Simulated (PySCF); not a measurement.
Input of a run (PBE0-D3(BJ)/def2-SVP geometry optimisation, gas phase (PySCF 2.14.0)), started from GFN2-xTB:
```
{"job": {"xc": "PBE0", "basis": "def2-SVP", "d3": "d3bj", "grid": 1, "kind": "geom"}, "charge": 1, "multiplicity": 1}
C     -0.550550    -0.572400    -0.000140
C     -0.219770     0.764890    -0.018350
C      0.773340    -0.190140    -0.002850
H     -1.295070    -1.345920     0.009320
H     -0.517120     1.796040    -0.034170
H      1.815410    -0.448490     0.003040
```

Output (energies in Eh, forces in Eh/bohr):
```
step   0  E = -115.50436983  max force = 0.036740
step   1  E = -115.50575563  max force = 0.001169
step   2  E = -115.50576161  max force = 0.000083
optimisation converged
```

Question: Summarise the run.

Answer: The energy falls by 3.7 kJ/mol over 3 energy and gradient evaluations, the largest force component goes from 0.0367 to 8.3e-05 Eh/bohr, and the atoms move by 0.010 Å rms after alignment. Among the bonds, C1–H4, C2–H5 and C3–H6 change most and about equally (+0.020 to +0.021 Å). Bonds longer at the end by more than 0.005 Å: 3 of 6; shorter: 3. The energy never rose by more than 1e-6 Eh on the way. The first step brought 100 % of the lowering.

Question: What are the final bond lengths?

Answer: C1–C2 1.364 Å, C2–C3 1.364 Å, C1–C3 1.364 Å, C1–H4 1.094 Å, C2–H5 1.094 Å, C3–H6 1.094 Å. Numbering counts from 1 in the input's order; the species is `c1c[cH+]1`.

The run used 57 basis functions and 18 SCF cycles in all. On an x86-64 server with one thread, no GPU (shared host), this took 2.5 s of wall time.

No frequency check.
